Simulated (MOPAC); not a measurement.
# C4H4F2 (SMILES C=CC=C(F)F) at 5 levels

Aim: a comparison of 5 runs (AM1, PM3, PM6-D3H4, PM7, RM1) of C4H4F2. 

Program for the calculation: MOPAC 23.2.5.

3 further runs of the same task are left out: 3 set aside as unsound or not needed.

### Step 1. The system as given

C4H4F2 has 10 atoms, charge 0, and is taken as a singlet. SMILES: `C=CC=C(F)F`. The coordinates come from a PBE0-D4/def2-TZVP relaxation. This is one conformer, not always the lowest.

Bond lengths: C1–C2 1.332 Å, C2–C3 1.445 Å, C3–C4 1.325 Å, C4–F5 1.312 Å, C4–F6 1.313 Å, C1–H7 1.085 Å, C1–H8 1.082 Å, C2–H9 1.086 Å, C3–H10 1.083 Å. Some angles: C1–C2–C3 123.9°, C2–C3–C4 123.6°, C3–C4–F5 124.7°, C3–C4–F6 125.3°, F5–C4–F6 110.0°, C1–C2–H9 119.4°, C3–C2–H9 116.7°, C2–C1–H7 121.6°, C2–C1–H8 121.2°, C2–C3–H10 120.0°.

### Step 2. Energy and forces at AM1 (run 1)

File calc.mop:

```
AM1 DISP GRADIENTS BONDS 1SCF AUX(PRECISION=6) THREADS=1
gradient of C4H4F2

C 0.298500 1 -1.765300 1 0.576200 1
C 0.012400 1 -0.464300 1 0.588700 1
C 0.021500 1 0.373700 1 -0.588300 1
C -0.263700 1 1.667600 1 -0.569000 1
F -0.261900 1 2.448400 1 -1.623700 1
F -0.588500 1 2.357300 1 0.500300 1
H 0.560800 1 -2.281000 1 -0.341500 1
H 0.278400 1 -2.352800 1 1.485100 1
H -0.245900 1 0.016200 1 1.527700 1
H 0.271400 1 -0.050900 1 -1.552600 1
```

Command:

```console
$ mopac calc.mop
```

calc.out:

```text
MOPAC v23.2.5
AM1 CALCULATION RESULTS
[...]
           Empirical Formula: C4 H4 F2  =    10 atoms
      MOLECULAR POINT GROUP   :   Cs
[...]
     SCF FIELD WAS ACHIEVED
[...]
                              SUM =        -66.61294 KCAL/MOL = FINAL HEAT OF FORMATION
          TOTAL ENERGY            =      -1536.63635 EV
          ELECTRONIC ENERGY       =      -4356.50197 EV
          CORE-CORE REPULSION     =       2819.86562 EV
          COSMO AREA              =        121.42 SQUARE ANGSTROMS
          COSMO VOLUME            =        106.02 CUBIC ANGSTROMS
          GRADIENT NORM           =        108.85369          =       34.42256 PER ATOM
          IONIZATION POTENTIAL    =          9.336974 EV
          HOMO LUMO ENERGIES (EV) =         -9.337 -0.174
          NO. OF FILLED LEVELS    =         17
          MOLECULAR WEIGHT        =         90.0724         POINT GROUP:  Cs
[...]
                             CARTESIAN COORDINATES
   1    C        0.298500000    -1.765300000     0.576200000
   2    C        0.012400000    -0.464300000     0.588700000
   3    C        0.021500000     0.373700000    -0.588300000
   4    C       -0.263700000     1.667600000    -0.569000000
   5    F       -0.261900000     2.448400000    -1.623700000
   6    F       -0.588500000     2.357300000     0.500300000
   7    H        0.560800000    -2.281000000    -0.341500000
   8    H        0.278400000    -2.352800000     1.485100000
   9    H       -0.245900000     0.016200000     1.527700000
  10    H        0.271400000    -0.050900000    -1.552600000
           Empirical Formula: C4 H4 F2  =    10 atoms
[...]
              NET ATOMIC CHARGES AND DIPOLE CONTRIBUTIONS
  ATOM NO.   TYPE          CHARGE      No. of ELECS.   s-Pop       p-Pop
    1          C          -0.196161        4.1962     1.24191     2.95425
    2          C          -0.123545        4.1235     1.20491     2.91863
    3          C          -0.225763        4.2258     1.20486     3.02090
    4          C           0.231468        3.7685     1.15623     2.61230
    5          F          -0.099521        7.0995     1.90503     5.19449
    6          F          -0.101153        7.1012     1.90509     5.19607
    7          H           0.113259        0.8867     0.88674
    8          H           0.119420        0.8806     0.88058
    9          H           0.128116        0.8719     0.87188
   10          H           0.153879        0.8461     0.84612
 DIPOLE           X         Y         Z       TOTAL
 POINT-CHG.     0.320    -1.546     0.105     1.582
 HYBRID        -0.041     0.244    -0.074     0.258
 SUM            0.279    -1.302     0.031     1.332
[...]
 * JOB ENDED NORMALLY *
[...]
```

It took 0.04 s on 1 thread of AMD EPYC 9R14 (Zen 4), shared host.

### Step 3. Energy and gradient at PM3 (run 2)

File job.mop:

```
DISP BONDS GRADIENTS 1SCF PM3 AUX(PRECISION=6) T=10M THREADS=1
C4H4F2 gradient

C      0.298500 +1    -1.765300 +1     0.576200 +1
C      0.012400 +1    -0.464300 +1     0.588700 +1
C      0.021500 +1     0.373700 +1    -0.588300 +1
C     -0.263700 +1     1.667600 +1    -0.569000 +1
F     -0.261900 +1     2.448400 +1    -1.623700 +1
F     -0.588500 +1     2.357300 +1     0.500300 +1
H      0.560800 +1    -2.281000 +1    -0.341500 +1
H      0.278400 +1    -2.352800 +1     1.485100 +1
H     -0.245900 +1     0.016200 +1     1.527700 +1
H      0.271400 +1    -0.050900 +1    -1.552600 +1
```

Command:

```console
$ mopac job.mop
```

job.out:

```text
MOPAC v23.2.5
PM3 CALCULATION RESULTS
[...]
           Empirical Formula: C4 H4 F2  =    10 atoms
      MOLECULAR POINT GROUP   :   Cs
[...]
     SCF FIELD WAS ACHIEVED
[...]
                              SUM =        -62.70415 KCAL/MOL = FINAL HEAT OF FORMATION
          TOTAL ENERGY            =      -1415.28409 EV
          ELECTRONIC ENERGY       =      -4102.01598 EV
          CORE-CORE REPULSION     =       2686.73189 EV
          COSMO AREA              =        121.42 SQUARE ANGSTROMS
          COSMO VOLUME            =        106.02 CUBIC ANGSTROMS
          GRADIENT NORM           =         67.86246          =       21.45999 PER ATOM
          IONIZATION POTENTIAL    =          9.647207 EV
          HOMO LUMO ENERGIES (EV) =         -9.647 -0.348
          NO. OF FILLED LEVELS    =         17
          MOLECULAR WEIGHT        =         90.0724         POINT GROUP:  Cs
[...]
                             CARTESIAN COORDINATES
   1    C        0.298500000    -1.765300000     0.576200000
   2    C        0.012400000    -0.464300000     0.588700000
   3    C        0.021500000     0.373700000    -0.588300000
   4    C       -0.263700000     1.667600000    -0.569000000
   5    F       -0.261900000     2.448400000    -1.623700000
   6    F       -0.588500000     2.357300000     0.500300000
   7    H        0.560800000    -2.281000000    -0.341500000
   8    H        0.278400000    -2.352800000     1.485100000
   9    H       -0.245900000     0.016200000     1.527700000
  10    H        0.271400000    -0.050900000    -1.552600000
           Empirical Formula: C4 H4 F2  =    10 atoms
[...]
              NET ATOMIC CHARGES AND DIPOLE CONTRIBUTIONS
  ATOM NO.   TYPE          CHARGE      No. of ELECS.   s-Pop       p-Pop
    1          C          -0.128438        4.1284     1.18362     2.94481
    2          C          -0.100612        4.1006     1.16905     2.93156
    3          C          -0.173495        4.1735     1.16732     3.00618
    4          C           0.153325        3.8467     1.15353     2.69314
    5          F          -0.075288        7.0753     1.73904     5.33625
    6          F          -0.076184        7.0762     1.73869     5.33750
    7          H           0.082853        0.9171     0.91715
    8          H           0.085572        0.9144     0.91443
    9          H           0.104312        0.8957     0.89569
   10          H           0.127955        0.8720     0.87204
 DIPOLE           X         Y         Z       TOTAL
 POINT-CHG.     0.289    -1.416     0.121     1.450
 HYBRID         0.030    -0.077    -0.083     0.117
 SUM            0.319    -1.493     0.038     1.527
[...]
 * JOB ENDED NORMALLY *
[...]
```

Run time: 0.04 s. Hardware: 1 thread of AMD EPYC 9R14 (Zen 4), shared host.

Run 3 isn't shown in full; the table further down has it.

### Step 4. Energy and forces at PM7 (run 4)

File job.mop:

```
PM7 1SCF DISP GRADIENTS BONDS AUX(PRECISION=9) THREADS=1
C4H4F2, PM7

C 0.298500 1 -1.765300 1 0.576200 1
C 0.012400 1 -0.464300 1 0.588700 1
C 0.021500 1 0.373700 1 -0.588300 1
C -0.263700 1 1.667600 1 -0.569000 1
F -0.261900 1 2.448400 1 -1.623700 1
F -0.588500 1 2.357300 1 0.500300 1
H 0.560800 1 -2.281000 1 -0.341500 1
H 0.278400 1 -2.352800 1 1.485100 1
H -0.245900 1 0.016200 1 1.527700 1
H 0.271400 1 -0.050900 1 -1.552600 1
```

Command:

```console
$ mopac job.mop
```

job.out, cut to the lines that bear on the results:

```text
MOPAC v23.2.5
PM7 CALCULATION RESULTS
[...]
           Empirical Formula: C4 H4 F2  =    10 atoms
      MOLECULAR POINT GROUP   :   Cs
[...]
     SCF FIELD WAS ACHIEVED
[...]
     *    WARNING - An energy term is incorrect or missing!
     *    FINAL HEAT OF FORMATION     =    -68.00494 KCAL/MOL
     *    SUM OF CONTRIBUTIONS TO HoF =    -68.02631 KCAL/MOL
     *                     DIFFERENCE =      0.02137 KCAL/MOL
          TOTAL ENERGY            =      -1475.68057 EV
          ELECTRONIC ENERGY       =      -4271.12858 EV
          CORE-CORE REPULSION     =       2795.44801 EV
          COSMO AREA              =        121.42 SQUARE ANGSTROMS
          COSMO VOLUME            =        106.02 CUBIC ANGSTROMS
          GRADIENT NORM           =         47.14761          =       14.90938 PER ATOM
          IONIZATION POTENTIAL    =          9.851596 EV
          HOMO LUMO ENERGIES (EV) =         -9.852 -0.436
          NO. OF FILLED LEVELS    =         17
          MOLECULAR WEIGHT        =         90.0724         POINT GROUP:  Cs
[...]
                             CARTESIAN COORDINATES
[...]
              NET ATOMIC CHARGES AND DIPOLE CONTRIBUTIONS
  ATOM NO.   TYPE          CHARGE      No. of ELECS.   s-Pop       p-Pop
    1          C          -0.287200        4.2872     1.10113     3.18607
    2          C          -0.111767        4.1118     1.06993     3.04184
    3          C          -0.280615        4.2806     1.06856     3.21206
    4          C           0.338577        3.6614     1.12296     2.53846
    5          F          -0.149088        7.1491     1.96558     5.18351
    6          F          -0.150060        7.1501     1.96561     5.18445
    7          H           0.149020        0.8510     0.85098
    8          H           0.149583        0.8504     0.85042
    9          H           0.153947        0.8461     0.84605
   10          H           0.187603        0.8124     0.81240
 DIPOLE           X         Y         Z       TOTAL
 POINT-CHG.     0.400    -1.917     0.112     1.961
 HYBRID        -0.110     0.581    -0.104     0.600
 SUM            0.290    -1.336     0.008     1.367
[...]
 * JOB ENDED NORMALLY *
[...]
```

It took 0.04 s on 1 thread of AMD EPYC 9R14 (Zen 4), shared host.

### Step 5. Energy and gradient at RM1 (run 5)

File job.mop:

```
RM1 GRADIENTS 1SCF DISP BONDS AUX(PRECISION=6) T=10M THREADS=1
RM1 gradient

C      0.298500 1    -1.765300 1     0.576200 1
C      0.012400 1    -0.464300 1     0.588700 1
C      0.021500 1     0.373700 1    -0.588300 1
C     -0.263700 1     1.667600 1    -0.569000 1
F     -0.261900 1     2.448400 1    -1.623700 1
F     -0.588500 1     2.357300 1     0.500300 1
H      0.560800 1    -2.281000 1    -0.341500 1
H      0.278400 1    -2.352800 1     1.485100 1
H     -0.245900 1     0.016200 1     1.527700 1
H      0.271400 1    -0.050900 1    -1.552600 1
```

Command:

```console
$ mopac job.mop
```

job.out:

```text
MOPAC v23.2.5
RM1 CALCULATION RESULTS
[...]
           Empirical Formula: C4 H4 F2  =    10 atoms
      MOLECULAR POINT GROUP   :   Cs
[...]
     SCF FIELD WAS ACHIEVED
[...]
                              SUM =        -67.97016 KCAL/MOL = FINAL HEAT OF FORMATION
          TOTAL ENERGY            =      -1531.76864 EV
          ELECTRONIC ENERGY       =      -4381.33537 EV
          CORE-CORE REPULSION     =       2849.56673 EV
          COSMO AREA              =        121.42 SQUARE ANGSTROMS
          COSMO VOLUME            =        106.02 CUBIC ANGSTROMS
          GRADIENT NORM           =         49.29106          =       15.58720 PER ATOM
          IONIZATION POTENTIAL    =          9.427058 EV
          HOMO LUMO ENERGIES (EV) =         -9.427 -0.006
          NO. OF FILLED LEVELS    =         17
          MOLECULAR WEIGHT        =         90.0724         POINT GROUP:  Cs
[...]
                             CARTESIAN COORDINATES
   1    C        0.298500000    -1.765300000     0.576200000
   2    C        0.012400000    -0.464300000     0.588700000
   3    C        0.021500000     0.373700000    -0.588300000
   4    C       -0.263700000     1.667600000    -0.569000000
   5    F       -0.261900000     2.448400000    -1.623700000
   6    F       -0.588500000     2.357300000     0.500300000
   7    H        0.560800000    -2.281000000    -0.341500000
   8    H        0.278400000    -2.352800000     1.485100000
   9    H       -0.245900000     0.016200000     1.527700000
  10    H        0.271400000    -0.050900000    -1.552600000
           Empirical Formula: C4 H4 F2  =    10 atoms
[...]
              NET ATOMIC CHARGES AND DIPOLE CONTRIBUTIONS
  ATOM NO.   TYPE          CHARGE      No. of ELECS.   s-Pop       p-Pop
    1          C          -0.169980        4.1700     1.18974     2.98024
    2          C          -0.079013        4.0790     1.16708     2.91194
    3          C          -0.229681        4.2297     1.16967     3.06001
    4          C           0.351637        3.6484     1.12988     2.51848
    5          F          -0.159357        7.1594     1.90655     5.25281
    6          F          -0.159701        7.1597     1.90651     5.25319
    7          H           0.095711        0.9043     0.90429
    8          H           0.098622        0.9014     0.90138
    9          H           0.107780        0.8922     0.89222
   10          H           0.143981        0.8560     0.85602
 DIPOLE           X         Y         Z       TOTAL
 POINT-CHG.     0.384    -1.850     0.117     1.894
 HYBRID        -0.066     0.367    -0.088     0.383
 SUM            0.319    -1.484     0.029     1.518
[...]
 * JOB ENDED NORMALLY *
[...]
```

Run time: 0.04 s. Hardware: 1 thread of AMD EPYC 9R14 (Zen 4), shared host.

### Step 6. All runs side by side

| run | level | heat of formation (kcal/mol) | dipole moment (D) | HOMO energy (eV) | LUMO energy (eV) | wall time |
| --- | --- | --- | --- | --- | --- | --- |
| 1 | AM1 | -66.61 | 1.33 | -9.34 | -0.17 | 0.04 s |
| 2 | PM3 | -62.70 | 1.53 | -9.65 | -0.35 | 0.04 s |
| 3 | PM6-D3H4 | -67.66 | 1.15 | -9.78 | -0.30 | 0.04 s |
| 4 | PM7 | -68.00 | 1.37 | -9.85 | -0.44 | 0.04 s |
| 5 | RM1 | -67.97 | 1.52 | -9.43 | -0.01 | 0.04 s |

### Step 7. Summary of results

| quantity | value |
| --- | --- |
| run 5: total energy | -56.29146 Eh |
| run 5: dipole moment | 1.52 D |
| run 5: HOMO energy | -9.43 eV |
| run 5: LUMO energy | -0.01 eV |
| run 5: HOMO–LUMO gap | 9.42 eV |
| run 5: heat of formation at this unrelaxed shape | -68.0 kcal/mol |
| run 5: largest force on an atom | 1.456 eV/Å |

The dipole moment (its size) runs from 1.15 D (PM6-D3H4) to 1.53 D (PM3). The HOMO–LUMO gap runs from 9.16 eV (AM1) to 9.48 eV (PM6-D3H4). Force-field and semi-empirical energies have zeros of their own, so their totals don't compare. All runs together took 0.2 s, the longest 0.04 s.
